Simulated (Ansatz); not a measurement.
## Worked example: InH4, doublet against InH4⁻, triplet

All five atoms lie in one plane.

Geometry (PBE0/def2-TZVPD stationary point of a triplet), kept for both states:

```xyz
5

In    0.0000    0.0000    0.0000
H     1.2631    0.0000    1.2631
H    -1.2631    0.0000    1.2631
H    -1.2631    0.0000   -1.2631
H     1.2631    0.0000   -1.2631
```

Basis def2-TZVPD with its core potentials; Ansatz 0.2.0. Only valence electrons are correlated (noble-gas cores and the filled d shells of p-block atoms frozen). Prefix R: restricted or restricted open-shell reference; prefix U: unrestricted. No spin–orbit coupling is included; scalar relativity enters through the core potentials alone.

Full CI isn't at hand for all of this; UCCSDT(Q) serves as the reference, and is uncertain by the last step of the cluster series or more.

The highest occupied Kohn–Sham level of the anion is positive, up to +1.66 eV, so in those functionals the extra electron is held by the basis alone, which enters their differences from the reference.

```
    level  E(InH4⁻, triplet) (hartree)  E(InH4, doublet) (hartree)
      UHF                  -191.363583                 -191.371826
     UMP2                  -191.477253                 -191.465615
 UCCSD(T)                  -191.514414                 -191.499590
      PBE                  -192.401101                 -192.380521
     PBE0                  -192.397430                 -192.378904
UCCSDT(Q)                  -191.516005                 -191.500631
```

**Question.** Give the vertical gap, InH4 doublet less InH4⁻ triplet, at each level in eV (1 hartree = 27.2114 eV), and each error against UCCSDT(Q).

**Answer.** UCCSDT(Q): (-191.500631 − (-191.516005)) × 27.2114 = 0.418 eV (the reference)
PBE0: (-192.378904 − (-192.397430)) × 27.2114 = 0.504 eV, error 0.086 eV
PBE: (-192.380521 − (-192.401101)) × 27.2114 = 0.560 eV, error 0.142 eV
UCCSD(T): (-191.499590 − (-191.514414)) × 27.2114 = 0.403 eV, error -0.015 eV
UMP2: (-191.465615 − (-191.477253)) × 27.2114 = 0.317 eV, error -0.101 eV
UHF: (-191.371826 − (-191.363583)) × 27.2114 = -0.224 eV, error -0.642 eV

Total energies of functionals can't be set beside those of wave-function methods, since they hold the core's correlation and their own absolute errors; only the differences compare.

The reference still carries a basis error, for a change of charge of the order of 0.1 eV, so smaller errors of functionals can't be ranked.

Each level lands on the state that its own search finds. T1 diagnostics of restricted CCSD: 0.024 and 0.030.
